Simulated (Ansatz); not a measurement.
# BCl2 (SMILES Cl[B]Cl) at 6 levels

Aim: a comparison of 6 runs (UHF/STO-3G, U-wB97X/STO-3G, UBHLYP/STO-3G, UPBE0/STO-3G, UCCSD/STO-3G, UCCSD(T)/STO-3G) of BCl2. 

The calculation is run with Ansatz 0.2.0.

38 further runs of the same task are left out: 4 that didn't finish, 34 set aside as unsound or not needed.

## Step 1: The molecule

BCl2 has 3 atoms, charge 0, and is taken as a doublet. SMILES: `Cl[B]Cl`. The B2–Cl1 distance was set to 4.299 Å, away from the relaxed value. At this shape a bond of the SMILES string is far longer than usual.

Bond lengths: B2–Cl3 1.720 Å.

## Step 2: A single-point energy at UHF/STO-3G (run 1)

run.yaml reads:

```yaml
crystal:
  periodic: [false, false, false]
  atoms:
    - {symbol: Cl, position_ang: [1.624612, -3.738571, 0.460354]}
    - {symbol: B, position_ang: [-0.463900, -0.050300, -0.256900]}
    - {symbol: Cl, position_ang: [0.081500, 1.511100, 0.213700]}
basis:
  gaussian:
    orbitals: STO-3G
accuracy: high
magnetization:
  spin_polarized: true
  initial_magnetization: 1
hamiltonian:
  xc: hf
```

Started as:

```sh
$ ansatz run run.yaml --threads 1 --pin off --max-ram 2610MiB --events-out events.jsonl --progress --plain --runs-dir runs
```

The log of the run:

```text
Warning: RAYON_NUM_THREADS=1 ignored (pool sized by the plan → 1); use --threads N
Functional definition: HF
  name "HF"
  exchange = exact_x
  correlation = 0
362 factors; integrals over basis functions are off by at most 1.5e-8 eV
mean field evaluation 1: about -25390.7392 eV, gradient 1.4e1 eV
mean field evaluation 2: about -25390.7554 eV, gradient 1.4e1 eV
mean field evaluation 4: about -25392.7171 eV, gradient 6.0e0 eV
mean field evaluation 8: about -25398.9123 eV, gradient 1.1e0 eV
mean field evaluation 16: about -25399.0028 eV, gradient 7.6e-1 eV
mean field evaluation 32: about -25399.0109 eV, gradient 5.0e-1 eV
mean field evaluation 64: about -25399.0313 eV, gradient 1.2e-8 eV
mean field evaluation 96: about -25399.0311 eV, gradient 1.1e-3 eV
mean field evaluation 128: about -25398.5292 eV, gradient 3.2e0 eV
mean field evaluation 160: about -25399.0284 eV, gradient 3.2e-2 eV
mean field evaluation 192: about -25399.0280 eV, gradient 3.7e-2 eV
mean field evaluation 224: about -25399.0189 eV, gradient 7.2e-3 eV
mean field evaluation 256: about -25399.0252 eV, gradient 6.5e-4 eV
mean field evaluation 288: about -25397.8344 eV, gradient 4.2e-1 eV
mean field evaluation 320: about -25395.6271 eV, gradient 2.9e0 eV
mean field -25399.03133237 eV, -933.3971853829 hartree, gradient 1.2e-8 eV, S^2 1.074049; 6 other end points of the search recorded, 0 dependent functions left out
reference -25399.03133237 eV, -933.3971853829 hartree; 20, 19 occupied and 3, 4 virtual orbitals, 362 factors
Total energy: -25399.03133237 eV, -933.3971853829 hartree
```

Run time: 1.1 s. Hardware: 1 thread of Arm Neoverse V1, shared host.

## Step 3: The energy at U-wB97X/STO-3G (run 2)

job.yaml reads:

```yaml
crystal:
  periodic: [false, false, false]
  atoms:
    - {symbol: Cl, position_ang: [1.624612, -3.738571, 0.460354]}
    - {symbol: B, position_ang: [-0.463900, -0.050300, -0.256900]}
    - {symbol: Cl, position_ang: [0.081500, 1.511100, 0.213700]}
basis:
  gaussian: {orbitals: STO-3G}
magnetization: {spin_polarized: true, initial_magnetization: 1}
hamiltonian: {xc: {name: wB97X}}
accuracy: high
```

Started as:

```sh
$ ansatz run job.yaml --threads 1 --pin off --max-ram 2610MiB --events-out events.jsonl --progress --plain --runs-dir runs
```

The log of the run, shortened:

```text
Warning: RAYON_NUM_THREADS=1 ignored (pool sized by the plan → 1); use --threads N
Functional definition: wB97X
  name "wB97X"
[...]
      + exact_x_lr(omega)
[...]
      + integral(e_c_pw_opposite_spin*poly(b97_u_opposite, 1, cos1, cos2, cos3, cos4))
362 factors; integrals over basis functions are off by at most 1.5e-8 eV
145 factors; integrals over basis functions are off by at most 7.5e-10 eV
[...]
mean field -25435.88752379 eV, -934.7516254353 hartree, gradient 2.5e-8 eV, S^2 0.750004; 4 other end points of the search recorded, 0 dependent functions left out
reference -25435.88752231 eV, -934.7516253810 hartree; 20, 19 occupied and 3, 4 virtual orbitals, 362 factors
Total energy: -25435.88752231 eV, -934.7516253810 hartree
```

Run time: 40 s. Hardware: 1 thread of Arm Neoverse V1, shared host; peak memory 0.37 GiB.

## Step 4: A single-point energy at UBHLYP/STO-3G (run 3)

input.yaml reads:

```yaml
crystal:
  periodic: [false, false, false]
  atoms:
    - {symbol: Cl, position_ang: [1.624612, -3.738571, 0.460354]}
    - {symbol: B, position_ang: [-0.463900, -0.050300, -0.256900]}
    - {symbol: Cl, position_ang: [0.081500, 1.511100, 0.213700]}
basis:
  gaussian:
    orbitals: STO-3G
magnetization:
  spin_polarized: true
  initial_magnetization: 1
hamiltonian:
  xc: {name: BHLYP}
accuracy: high
```

Started as:

```sh
$ ansatz run input.yaml --threads 1 --pin off --max-ram 2610MiB --events-out events.jsonl --progress --plain --runs-dir runs
```

The log of the run:

```text
Warning: RAYON_NUM_THREADS=1 ignored (pool sized by the plan → 1); use --threads N
Functional definition: BHLYP
  name "BHLYP"
  parameter a = 0.5
  exchange = (1 - a)*b88_x + a*exact_x
  correlation = lyp_c
362 factors; integrals over basis functions are off by at most 1.5e-8 eV
mean field evaluation 1: about -25428.5982 eV, gradient 1.3e1 eV
mean field evaluation 2: about -25242.3964 eV, gradient 3.9e1 eV
mean field evaluation 4: about -25246.6928 eV, gradient 3.1e1 eV
mean field evaluation 8: about -25430.1480 eV, gradient 7.0e0 eV
mean field evaluation 16: about -25436.4804 eV, gradient 8.2e-3 eV
mean field evaluation 32: about -25436.4730 eV, gradient 6.9e-2 eV
mean field -25436.48045324 eV, -934.7734151907 hartree, gradient 1.3e-8 eV, S^2 0.750545; 4 other end points of the search recorded, 0 dependent functions left out
reference -25436.48047466 eV, -934.7734159779 hartree; 20, 19 occupied and 3, 4 virtual orbitals, 362 factors
Total energy: -25436.48047466 eV, -934.7734159779 hartree
```

Run time: 3.9 s. Hardware: 1 thread of Arm Neoverse V1, shared host; peak memory 0.13 GiB.

Runs 4 to 5 aren't shown in full; the table further down has their settings and results.

## Step 5: A single-point energy at UCCSD(T)/STO-3G (run 6)

in.yaml reads:

```yaml
crystal:
  periodic: [false, false, false]
  atoms:
    - {symbol: Cl, position_ang: [1.624612, -3.738571, 0.460354]}
    - {symbol: B, position_ang: [-0.463900, -0.050300, -0.256900]}
    - {symbol: Cl, position_ang: [0.081500, 1.511100, 0.213700]}
basis:
  gaussian: {orbitals: STO-3G}
magnetization: {spin_polarized: true, initial_magnetization: 1}
correlation: {method: ccsd_t, frozen_orbitals: {B: 1, Cl: 5}}
accuracy: high
scf: {omitted_lower_state_checks: [cluster_reference, increment]}
```

Started as:

```sh
$ ansatz run in.yaml --threads 1 --pin off --max-ram 2610MiB --events-out events.jsonl --progress --plain --runs-dir runs
```

The log of the run:

```text
Warning: RAYON_NUM_THREADS=1 ignored (pool sized by the plan → 1); use --threads N
[... 26 lines left out ...]
11 core orbitals not correlated: weight in the atoms' cores, before any rotation towards them, 1.000 or more for the frozen orbitals, at most 0.000 for the correlated occupied ones
[... 187 lines left out ...]
Total energy: -25400.68666637 eV, -933.4580177852 hartree
Checks for a lower state left out: cluster_reference, increment
```

It took 3.9 s on 1 thread of Arm Neoverse V1, shared host.

## Step 6: All runs side by side

```csv
run,level,frozen core orbitals,energy (Eh),⟨S²⟩,wall time
1,UHF/STO-3G,–,-933.397185,1.074,1.1 s
2,U-wB97X/STO-3G,–,-934.751625,0.750,40 s
3,UBHLYP/STO-3G,–,-934.773416,0.751,3.9 s
4,UPBE0/STO-3G,–,-934.435050,0.752,3.9 s
5,UCCSD/STO-3G,11,-933.455655,1.074,3.6 s
6,UCCSD(T)/STO-3G,11,-933.458018,1.074,3.9 s
```

## Step 7: What came out

| quantity | value |
| --- | --- |
| run 6: total energy | -933.45802 Eh |
| run 6: correlation energy (11 core orbitals frozen) | -60.8 mEh |
| run 6: (T) correction | -2.36 mEh |
| run 6: ⟨S²⟩ of the reference determinant | 1.074 |
| run 6: T1 diagnostic | 0.069 |

In words: Below the UHF energy at the same shape and in the same basis (STO-3G): UCCSD -58.5 mEh; UCCSD(T) -60.8 mEh. Totals of different functionals can't be ranked against each other. In runs 1, 2, 3, 4, 5, 6 the basis is minimal, so the values are rough. Spin contamination of the reference: run 1 ⟨S²⟩ = 1.07, run 5 ⟨S²⟩ = 1.07, run 6 ⟨S²⟩ = 1.07. All runs together took 57 s, the longest 40 s.
